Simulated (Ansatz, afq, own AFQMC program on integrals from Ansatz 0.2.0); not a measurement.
# BH4, doublet: AFQMC among the cluster methods

```yaml
atoms:
  - { symbol: B, position_ang: [0.0000, 0.0000, 0.0000] }
  - { symbol: H, position_ang: [0.4147, 0.8125, 0.8107] }
  - { symbol: H, position_ang: [-0.4243, -0.8077, 0.8105] }
  - { symbol: H, position_ang: [-0.4128, 0.8086, -0.8154] }
  - { symbol: H, position_ang: [0.4225, -0.8134, -0.8057] }
```

Basis 6-31G. Only valence electrons are correlated. Ansatz 0.2.0 and our own AFQMC program on the same integrals; the CISD trial comes from CCSD amplitudes, and released means the phaseless constraint is let go. Free AFQMC starts from the CCSD state and is never constrained. Its projection time is finite, and what remains of the start isn't in its error. ± is one standard error of the sampling.

Determinant: UHF, the one that the program's search chose, which needn't be the lowest solution. The geometry is a point of a scan.

Full CI on the same integrals is exact in this basis and with this determinant's frozen core.

The T1 diagnostic is 0.0129 and the weight of the determinant in the CISD state is 0.939. The ⟨S²⟩ of the determinant is 0.763. The size of the correlated space is 7 electrons in 16 orbitals.

Reference: full CI, correlation energy -2.587 eV. The released energy is read at 2.40 1/Eh (meV from the phaseless value at times in 1/Eh: -1.7 ± 2.0 at 0.24, -1.3 ± 1.9 at 0.51, -2.5 ± 2.0 at 0.99, -3.6 ± 2.2 at 1.62, -6.3 ± 2.1 at 2.40).

```tsv
level	E − E(reference) (kJ/mol)	share of correlation (%)
HF	249.6	0.00
MP2	67.1	73.13
CCSD	5.8	97.67
CCSD(T)	1.6	99.37
CCSDT	0.2	99.94
CCSDT(Q)	0.0	99.99
CCSDTQ	0.0	100.00
ph-AFQMC/CISD	0.8 ± 0.2	99.70
released AFQMC	0.1 ± 0.2	99.94
free AFQMC	-0.1 ± 0.3	100.03
```

CCSDT and higher add their correlation energy to the determinant of the CCSD(T) run, since their own runs factorise the integrals more tightly (a shift of under 2 meV). Free projections are given only where their last times agree within the noise and don't stop above the reference; a slow remainder of the start can still hide under it. A walk keeps the symmetry of its determinant, which the program's search chose and which needn't be the lowest solution, so a lower state of the same spin and another symmetry isn't excluded. Released energies are given only where the last usable release times agree within the noise; a slower fall can still hide under it.
